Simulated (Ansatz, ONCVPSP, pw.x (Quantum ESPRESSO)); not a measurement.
**Equation-of-state test of one ONCV potential (H)**

```json
{
 "Element": "hydrogen",
 "Generator": "ONCVPSP 4.0.1.1 (patched build)",
 "Type": "optimised norm-conserving Vanderbilt (ONCV)",
 "Functional": "PBEsol",
 "Relativity": "scalar-relativistic",
 "Frozen core": "none",
 "Valence charge": "1",
 "Reference configuration": "1s1",
 "Partial waves": "1s: rc 1.15 bohr, ncon 3, nbas 5, qcut 6.4 1/bohr, 3 projectors, debl 1.9 Ha",
 "Local potential": "polynomial inside 1.15 bohr (lpopt 5, dvloc0 -1 Ha)",
 "Core correction": "none"
}
```

Atomic tests: cutoffs needed: 14 Ha and 20 Ha (the cutoffs (Ha) at which the residual kinetic energy of the hardest occupied pseudo-wave falls to 1 and 0.1 mHa per electron); ghost test: no bound ghost flagged; no localised positive-energy state flagged.

Crystal test: bcc H in pw.x 7.5, no spin, 18³ k-points, Fermi–Dirac smearing 0.01 Ry, cutoffs 50/200 Ry. The reference is all-electron LAPW (Ansatz 0.2.0) with the same functional, mesh and smearing; V0 and B0 come from Birch–Murnaghan fits to the pressures at five volumes. Errors are pseudo minus all-electron; Δ is the rms difference of the E(V) curves that follow from these fits, minima aligned, over ±6 % about the mean V0. Mesh and smearing are coarse, so the numbers serve the comparison and aren't converged zero-temperature values; the lattice is a test structure that the element need not adopt.

```tsv
V (Å³/atom)	P all-electron (GPa)	P pseudo (GPa)
2.828	3.50	-12.29
2.903	0.38	-14.36
2.977	-2.42	-16.19
3.051	-4.93	-17.83
3.126	-7.19	-19.28
```

All-electron: a0 = 1.799 Å (V0 = 2.91 Å³/atom), B0 = 114.0 GPa.

Pseudopotential: mean pressure error (GPa): -13.86. The pressure does not cross zero within the volumes sampled, so no fit is given. This is a poor potential for the solid.

Question: At the middle volume, how do free energy and pressure move when the wave cutoff is lowered (ecutrho kept at four times it)?

Answer:

```
cutoff (Ry)  shift of F (meV/atom)  shift of P (GPa)
         22                  +79.0             -8.61
         30                  +14.7             -2.93
         40                   +1.4             -0.57
```

The run at the middle volume (195 k-points, 3 iterations) took about 1.6 s on one core of a shared host (Neoverse-N1, 64 threads, 124 GiB, load 57).
